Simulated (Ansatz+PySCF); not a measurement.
singlet CH₄: levels of theory in one basis

```xyz
5

C     0.0000    0.0000    0.0000
H     0.6657    0.6657    0.6657
H     0.6340   -0.6340   -0.6340
H    -0.6340    0.6340   -0.6340
H    -0.6340   -0.6340    0.6340
```

Basis set: 6-31G (spherical functions). Frozen core: 1 orbital. Charge 0, multiplicity 1.

Computed with Ansatz (development build ahead of 0.2.0); each method stands on the lowest determinant of its kind that the runs found.

```json
{"method": "RHF", "E − E(RHF) (eV)": "0.00", "<S²> of the determinant": "0.00"}
{"method": "RHF-CCSD", "E − E(RHF) (eV)": "-3.26", "<S²> of the determinant": "–"}
{"method": "RHF-CCSD(T)", "E − E(RHF) (eV)": "-3.31", "<S²> of the determinant": "–"}
{"method": "full CI (lowest root of this spin)", "E − E(RHF) (eV)": "-3.32", "<S²> of the determinant": "–"}
```

Q: What does RHF-MP2 give on the same scale?

A: -2.73 eV.

Q: Is a single determinant a sound starting point here?

A: By this sign, yes. Unrestricted orbitals gain 0.00 eV and <S²> is 0.00 against 0.00 for a pure state.
